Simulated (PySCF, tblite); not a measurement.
Isomers of C5H5 (doublet state), one GFN2-xTB conformer each. Single-point energies are computed at B3LYP/pcH-1 (PySCF, gas phase, no added dispersion term), electronic only. GFN2-xTB treats the open shell by occupation alone, and not every SCF solution was tested for stability.

Question: Rank them by B3LYP/pcH-1 energy, lowest first (kcal/mol).
A. `[CH:1]#[C:2]/[CH:3]=[CH:4]/[CH2:5]` (doublet state) with C3–C4–C5–H 180° and 0°
B. `C#C[C]1CC1` [radical]
C. `[CH2]C#CC=C` [radical]
D. `[CH:1]#[C:2][C:3]([CH2:4])=[CH2:5]` (doublet state) with C2–C3–C4–H 180° and 0°
E. `C/C=C1[C]=C/1` [radical]
F. `[CH]1C=CC=C1` [radical]

Answer: F (0.0), A (25.2), C (25.5), D (33.8), B (50.9), E (76.2).

As drawn, the highest has a three-membered ring, which the lowest lacks. Neighbours under 5.0 kcal/mol apart (C#C/C=C/[CH2] and [CH2]C#CC=C) can change places with a better method, another conformer or zero-point energy. GFN2-xTB itself gives, in the same order: 0.0, 34.1, 35.5, 42.7, 45.9, 79.6. Both levels put the same isomer lowest; measured from each level's own lowest isomer, the values differ by up to 10.0 kcal/mol ([CH2]C#CC=C: 35.5 against 25.5).

Question: What happens when harmonic zero-point energies from GFN2-xTB frequencies are added?

Answer: 
```tsv
SMILES	ZPE (kcal/mol)	electronic (kcal/mol)	with ZPE (kcal/mol)
[CH]1C=CC=C1	47.4	0.0	0.0
C#C/C=C/[CH2]	46.4	25.2	24.2
[CH2]C#CC=C	46.1	25.5	24.2
C#CC([CH2])=C	46.2	33.8	32.5
C#C[C]1CC1	46.8	50.9	50.3
C/C=C1[C]=C/1	46.4	76.2	75.1
```

The zero-point energies span 1.3 kcal/mol. The order is unchanged.
